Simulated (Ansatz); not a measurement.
**CH₆AlO+ (SMILES C[OH+][AlH2]): one structure at several levels**

How do the functionals fare away from a minimum? The structure is a structure displaced at random from a GFN2-xTB minimum.

Method: single points in def2-TZVPP; program: Ansatz 0.2.0, Gaussian basis.

Correlated methods freeze the cores.

## (1) The starting structure

SMILES `C[OH+][AlH2]`, 9 atoms, charge 1, spin multiplicity 1.

Atoms are counted from 1 here; the program's logs count them from 0.

Bond lengths: C1–O2 1.537 Å, C1–H4 1.037 Å, C1–H5 1.150 Å, C1–H6 0.998 Å, O2–Al3 1.782 Å, O2–H7 0.938 Å, Al3–H8 1.526 Å, Al3–H9 1.546 Å. Angles: O2–C1–H4 106.0°, O2–C1–H5 101.1°, O2–C1–H6 113.4°, H4–C1–H5 110.2°, H4–C1–H6 115.3°, H5–C1–H6 109.9°, C1–O2–Al3 123.6°, C1–O2–H7 102.8°, Al3–O2–H7 132.5°, O2–Al3–H8 112.9°, O2–Al3–H9 111.9°, H8–Al3–H9 135.3°.

Geometry (Å):

```xyz
9
CH6AlO
C    -0.3197    1.1200   -0.5244
O     0.4191   -0.2229   -0.4102
Al    0.2849   -1.3060    0.9986
H    -0.8725    1.2169    0.3481
H    -1.0166    0.9136   -1.4156
H     0.2824    1.8875   -0.7353
H     0.7620   -0.3460   -1.2745
H     1.0815   -2.5971    0.8317
H    -0.5936   -0.6939    2.1145
```

## (2) CCSD(T)/def2-TZVPP

run/in.yaml

```yaml
crystal:
  periodic: [false, false, false]
  atoms:
    - {symbol: C, position_ang: [-0.319700, 1.120000, -0.524400]}
    - {symbol: O, position_ang: [0.419100, -0.222900, -0.410200]}
    - {symbol: Al, position_ang: [0.284900, -1.306000, 0.998600]}
    - {symbol: H, position_ang: [-0.872500, 1.216900, 0.348100]}
    - {symbol: H, position_ang: [-1.016600, 0.913600, -1.415600]}
    - {symbol: H, position_ang: [0.282400, 1.887500, -0.735300]}
    - {symbol: H, position_ang: [0.762000, -0.346000, -1.274500]}
    - {symbol: H, position_ang: [1.081500, -2.597100, 0.831700]}
    - {symbol: H, position_ang: [-0.593600, -0.693900, 2.114500]}
basis:
  gaussian: {orbitals: def2-TZVPP}
total_charge: 1
correlation: {method: ccsd_t}
output: {forces: true}
```

The command line of these runs was not kept.

## (3) PBE0-D4/def2-TZVPP

Changes to run/in.yaml since step 2:

```diff
@@ -15,3 +15,3 @@
 total_charge: 1
-correlation: {method: ccsd_t}
-output: {forces: true}
+hamiltonian: {xc: pbe0, dispersion: d4}
+output: {forces: true, orbitals: {seedname: orbitals}}
```

## (4) wB97M-V/def2-TZVPP

Changes to run/in.yaml since step 3:

```diff
@@ -15,3 +15,3 @@
 total_charge: 1
-hamiltonian: {xc: pbe0, dispersion: d4}
-output: {forces: true, orbitals: {seedname: orbitals}}
+hamiltonian: {xc: {name: wB97M-V}}
+output: {forces: true}
```

## (5) r2SCAN-D4/def2-TZVPP

Changes to run/in.yaml since step 4:

```diff
@@ -15,3 +15,3 @@
 total_charge: 1
-hamiltonian: {xc: {name: wB97M-V}}
+hamiltonian: {xc: r2scan, dispersion: d4}
 output: {forces: true}
```

## (6) PBE-D4/def2-TZVPP

Changes to run/in.yaml since step 5:

```diff
@@ -15,3 +15,3 @@
 total_charge: 1
-hamiltonian: {xc: r2scan, dispersion: d4}
+hamiltonian: {xc: pbe, dispersion: d4}
 output: {forces: true}
```

## (7) BHLYP-D4/def2-TZVPP

Changes to run/in.yaml since step 6:

```diff
@@ -15,3 +15,3 @@
 total_charge: 1
-hamiltonian: {xc: pbe, dispersion: d4}
+hamiltonian: {xc: {name: BHLYP}, dispersion: d4}
 output: {forces: true}
```

## (8) BLYP-D4/def2-TZVPP

Changes to run/in.yaml since step 7:

```diff
@@ -15,3 +15,3 @@
 total_charge: 1
-hamiltonian: {xc: {name: BHLYP}, dispersion: d4}
+hamiltonian: {xc: {name: BLYP}, dispersion: d4}
 output: {forces: true}
```

(Steps that only read results are left out.)

Before running it: what results should come out? Wanted: energy less free atoms, CCSD(T)/def2-TZVPP; RMS force component; RMS force error; HOMO and LUMO, PBE0-D4; T1 diagnostic.

The runs gave:

| quantity | value |
| --- | --- |
| energy less free atoms, CCSD(T)/def2-TZVPP | -2141.5 kJ/mol |
| RMS force component | 1.553 to 1.615 eV/Å over the methods |
| RMS force error | PBE0-D4 0.076, wB97M-V 0.047, r2SCAN-D4 0.064, PBE-D4 0.155, BHLYP-D4 0.166, BLYP-D4 0.180 eV/Å |
| HOMO and LUMO, PBE0-D4 | -13.93 and -6.16 eV |
| T1 diagnostic | 0.010 |

What this shows: Against CCSD(T) the functionals' energies less atoms differ by -67.1 to +4.2 kJ/mol, PBE-D4 by -52.5 kJ/mol. A larger basis would deepen the CCSD(T) value, while the functionals are nearly converged already, so the order here is not reliable. The forces of wB97M-V come nearest to CCSD(T), those of BLYP-D4 are farthest. Frozen-core CCSD(T) forces in triple zeta carry basis errors of their own, and this is one geometry, so small gaps rank nothing.
